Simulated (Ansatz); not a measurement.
# CH₄N (quartet): wave-function methods side by side at distance C1–H5 along a hydrogen transfer = 1.333 Å, cc-pVDZ

An exercise on one series of results from a longer session: the logs are not shown, and one member is left open.

The runs use Ansatz 0.2.0, Gaussian basis; cc-pVDZ, core rule «outside noble gas», up to 2 orbitals frozen.

To be run: UHF; CCSD(T) on ROHF; CCSD(T) on UHF; BCCD(T) on ROHF; CISD; CCSDT(Q) on ROHF; CCSDT(Q) on UHF; CASSCF and MRCISD+Q, 5 electrons in 5 orbitals; CASSCF and NEVPT2, 5 electrons in 5 orbitals.

5 further runs of the same task are left out: 3 that didn't finish, 2 set aside as unsound or not needed.

### The system

The geometry derives from fragments relaxed apart (PBE0/def2-TZVP) and kept rigid, so it is no stationary point. A hydrogen atom is moved between rigid fragments.

6 atoms, charge 0, spin multiplicity 4.

Atoms are counted from 1 here; the program's logs count them from 0.

Bond lengths: C1–H2 1.090 Å, C1–H3 1.090 Å, C1–H4 1.090 Å, C1–H5 1.333 Å. Angles: H2–C1–H3 109.5°, H2–C1–H4 109.5°, H2–C1–H5 109.5°, H3–C1–H4 109.5°, H3–C1–H5 109.5°, H4–C1–H5 109.5°.

The first run:

Input file in.yaml:

```yaml
crystal:
  periodic: [false, false, false]
  atoms:
    - {symbol: C, position_ang: [-1.265772, 0.000000, 0.000000]}
    - {symbol: H, position_ang: [-1.628978, 1.027301, 0.000000]}
    - {symbol: H, position_ang: [-1.628978, -0.513650, 0.889668]}
    - {symbol: H, position_ang: [-1.628978, -0.513650, -0.889669]}
    - {symbol: H, position_ang: [0.067228, 0.000000, 0.000000]}
    - {symbol: N, position_ang: [1.432228, 0.000000, 0.000000]}
basis:
  gaussian: {orbitals: cc-pVDZ}
magnetization: {spin_polarized: true, initial_magnetization: 3}
hamiltonian: {xc: hf}
output: {orbitals: {seedname: orbitals}}
```

Started as:

```
$ ansatz run in.yaml --threads 1 --pin off --events-out ev --progress --plain --max-ram 2393MiB
```

Among the steps run: UHF; CCSD(T) on ROHF; CCSD(T) on UHF; BCCD(T) on ROHF; CISD; CCSDT(Q) on ROHF; CCSDT(Q) on UHF; CASSCF and MRCISD+Q, 5 electrons in 5 orbitals; CASSCF and NEVPT2, 5 electrons in 5 orbitals.

One of the session's tables, all rows but one given; the rest of the session is left out.

| method | from UCCSDT(Q) (meV) |
| --- | --- |
| ROHF | ? |
| UHF | +7990.3 |
| RMP2 | +1334.2 |
| UMP2 | +1319.3 |
| CISD | +816.7 |
| RCCSD | +204.8 |
| UCCSD | +197.5 |
| RCCSD(T) | +31.9 |
| UCCSD(T) | +30.9 |
| BCCD(T) | +32.2 |
| RCCSDT | +10.5 |
| UCCSDT | +8.4 |
| RCCSDT(Q) | +1.8 |
| UCCSDT(Q) | 0 |
| CASSCF pair | +7554.8 |
| NEVPT2 pair | +1244.2 |
| MRCISD pair | +687.9 |
| MRCISD+Q pair | +64.7 |

Estimate the missing values for ROHF.

The run gave: from UCCSDT(Q) (meV): +8266.7. In the column «from UCCSDT(Q) (meV)» it is the highest.

Caveats from the session: Restricted and unrestricted rows rest on different reference determinants; where their highest levels disagree by more than a few hundredths of an eV, they describe different states and don't form one ladder.
